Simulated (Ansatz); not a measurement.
C4H7N can be A, `CC=C=CN`, or B, `CC(C)C#N`.

Computed with Ansatz on PBE0-D4/def2-TZVP structures; ΔE is electronic, products minus reactants. CCSD(T)/CBS is the MP2 limit (def2-TZVPP, def2-QZVPP) plus CCSD(T) − MP2 in def2-TZVPP, frozen cores. DFT in def2-TZVPP. B3LYP here is the variant with VWN-RPA as its local correlation; programs differ in this. One conformer a species, not always the lowest.

A:

```xyz
12

C    -1.5159   -0.3696   -1.4591
C    -0.0548   -0.1947   -1.1769
C     0.4901   -0.1942    0.0073
C     1.0838   -0.2044    1.1722
N     1.4153    0.9114    1.9490
H    -1.9146    0.4964   -1.9968
H    -1.6845   -1.2435   -2.0962
H    -2.0835   -0.4983   -0.5374
H     0.5885   -0.0607   -2.0488
H     1.4295   -1.1509    1.5815
H     1.3084    0.7547    2.9400
H     0.9376    1.7538    1.6652
```

B:

```xyz
12

C     0.455    1.099    0.649
C    -0.391    0.140   -0.186
C     0.455   -0.927   -0.877
C    -1.418   -0.485    0.643
N    -2.215   -0.984    1.306
H    -0.161    1.862    1.126
H     0.992    0.556    1.430
H     1.188    1.593    0.009
H    -0.924    0.717   -0.951
H    -0.161   -1.596   -1.479
H     0.992   -1.528   -0.140
H     1.188   -0.448   -1.529
```

(1) Which isomer does CCSD(T)/CBS put lower? Give the gap. (An estimate is asked.)

(2) Give E(B) − E(A) in kJ/mol with PBE-D4, B3LYP, CCSD(T)/def2-TZVPP, r2SCAN-D4, LDA (SPW92), BLYP-D4, MP2/def2-TZVPP. (Best estimate.)

(3) Does the order hold for the free energy at 298.15 K (harmonic terms from PBE0-D4)? (Best estimate.)

Largest T1 diagnostic: 0.012.

## Answers

(1) Ansatz gave: B, by 155.1 kJ/mol.

(2) The calculation gave: PBE-D4 -120.2, B3LYP -130.1, CCSD(T)/def2-TZVPP -163.8, r2SCAN-D4 -132.1, LDA (SPW92) -100.5, BLYP-D4 -126.3, MP2/def2-TZVPP -175.8. None reverses the order clearly.

(3) Computed: Yes: G(B) − G(A) = -152.4 kJ/mol, for one conformer each.

From BLYP to BHLYP (50 % exact exchange), in def2-TZVPP and without D4, E(B) − E(A) moves by −21.1 kJ/mol. At CCSD(T), def2-SVP lies −21.2 kJ/mol from the extrapolated value and def2-TZVPP −8.7 kJ/mol.
